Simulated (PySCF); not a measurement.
# Bonding in `ClC(Cl)=C(Cl)Cl`

Compound: C2Cl4.
Atom-mapped SMILES: `[Cl:1][C:2]([Cl:3])=[C:4]([Cl:5])[Cl:6]`

Geometry (PBE0-D3(BJ)/def2-TZVP, Å), atoms numbered from 1 in this order:
```
atom  x, y, z in Å
Cl1   -1.6370    1.3342   -0.2864
C2    -0.0873    0.6519   -0.0991
Cl3    1.2129    1.7501   -0.1601
C4     0.0957   -0.6619    0.0845
Cl5   -1.2059   -1.7589    0.1456
Cl6    1.6449   -1.3456    0.2723
```

Bond orders from the PBE0/pcSseg-2 density (PySCF). Geometry: PBE0-D3(BJ)/def2-TZVP; no solvent, vibrations or thermal averaging.

Task: How far do the computed orders between heavy atoms stray from the drawn ones?

Result: The largest departure is 0.358, at C2–C4 (drawn double, 1.642). Drawn double or triple, more than 0.30 short of the drawn order: C2–C4 (1.642).

Task: Set the Mayer orders of the bonds beside their lengths.

Result: 
```csv
bond,drawn as,length (Å),Mayer order
Cl1–C2,single,1.704,1.096
C2–Cl3,single,1.703,1.096
C2–C4,double,1.339,1.642
C4–Cl5,single,1.703,1.096
C4–Cl6,single,1.704,1.096
```

Task: Sum the orders of all bonds at each heavy atom with more than one neighbour and set the sums beside the valence in the SMILES.

Result: C2 3.834 (drawn 4), C4 3.834 (drawn 4). Orders between atoms that aren't bonded are not in these sums.

Mayer orders depend on the basis set.
